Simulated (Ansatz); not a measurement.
**Scan of [H···H···BH2], doublet**

All five atoms lie in one plane.

Starting geometry:

```xyz
5

H    -2.2119    0.0000    0.0000
H    -1.4669    0.0000    0.0000
B     0.2091    0.0000    0.0000
H     0.7182    0.0000    1.0770
H     0.7182    0.0000   -1.0770
```

From there H2 is moved from one fragment to the other while all else, the fragments' distance too, stays fixed; atoms are numbered as listed. Energies are in kJ/mol, counted from the starting geometry at the same level. Kohn–Sham curves are unrestricted where that lies lower.

Basis 6-31G; Ansatz 0.2.0. Only valence electrons are correlated (noble-gas cores frozen).

In so small a basis the reference is far from its limit while semilocal and hybrid functionals are nearer theirs (RPA and double hybrids share much of the reference's basis error), so the functionals' errors here hold much of the reference's basis and frozen-core error, which can add to them or hide them.

Full CI is exact within this basis and frozen core; it isn't the basis-set limit.

```csv
distance H1-H2 (Å),full CI,PBE,r2SCAN,B97M-V,PBE0,B3LYP,wB97M-V,B2PLYP,PBE-QIDH,RPA-PBE
0.693,7.6,12.8,10.8,11.4,11.0,10.6,10.2,8.9,8.4,7.8
0.745,0.0,0.0,0.0,0.0,0.0,0.0,0.0,0.0,0.0,0.0
0.817,-0.9,-7.2,-5.1,-6.9,-5.2,-4.7,-4.2,-2.7,-2.1,-0.7
0.890,1.4,-9.1,-5.6,-9.7,-5.9,-4.8,-3.9,-1.8,-0.9,2.5
0.962,1.4,-10.1,-6.5,-11.8,-6.9,-5.3,-4.2,-2.4,-1.8,4.1
1.034,-2.7,-12.1,-9.3,-14.3,-9.9,-7.8,-7.0,-6.3,-6.7,2.1
1.106,-9.4,-14.6,-13.4,-16.4,-14.1,-11.5,-11.5,-12.2,-13.9,-2.6
1.179,-15.3,-14.9,-15.6,-16.1,-16.8,-13.7,-14.9,-17.0,-20.0,-6.5
1.251,-15.1,-9.3,-11.7,-10.0,-13.5,-10.2,-12.7,-15.8,-20.1,-4.8
```
